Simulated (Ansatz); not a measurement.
**Coordination and energy in low-dimensional Cu**

Method: DFT PBEsol, scalar-relativistic, plane waves, PAW in Ansatz 0.2.0.

Cutoff 420 eV, Γ-centred meshes of like density (1×1×28 for the 1-atom cell), Gaussian smearing of 0.05 eV, energies at zero smearing and 0 K, each start's symmetry kept, collinear spin.

Bulk Cu (Fm-3m) has 12 nearest neighbours at 2.52 Å and a cohesive energy of 4.08 eV against the spin-polarised free atom. These structures stand in vacuum and were relaxed; neighbours count within 1.1 bulk bonds.

| start | atoms × neighbours | mean bond (Å) | energy over bulk (eV/atom) |
| --- | --- | --- | --- |
| linear chain | 1×2 | 2.25 | 2.40 |
| dimerised chain | 2×2 | 2.25 | 2.40 |
| ladder chain | 4×3 | 2.28 | 1.83 |
| zigzag chain | 2×4 | 2.34 | 1.69 |
| strip chain | 2×4 | 2.34 | 1.67 |

Task: Compare two estimates without free parameters: bonds of fixed strength, and a band energy that grows as the square root of coordination.

Result: With fixed bonds an atom with z neighbours loses E_coh(1 − z/12); in the second-moment picture the band narrows as √z and it loses E_coh(1 − √(z/12)). Averaged over the atoms, in eV:
```tsv
start	fixed bonds	square root	computed
linear chain	3.40	2.41	2.40
dimerised chain	3.40	2.41	2.40
ladder chain	3.06	2.04	1.83
zigzag chain	2.72	1.72	1.69
strip chain	2.72	1.72	1.67
```

The rms misses are 1.06 and 0.10 eV. Fixed bonds overshoot every row: the bonds that remain grow stronger when neighbours are missing, which the square root captures in part, and the bonds shorten by up to 11 %. Even the square root lies above every computed value, since it holds bond lengths fixed and knows nothing of shells, hybridisation or moments.

Each run keeps its start's symmetry and one magnetic start, so lower states can exist. Rows stand on unlike meshes and boxes, so starts that end alike can differ by a few hundredths of an eV per atom.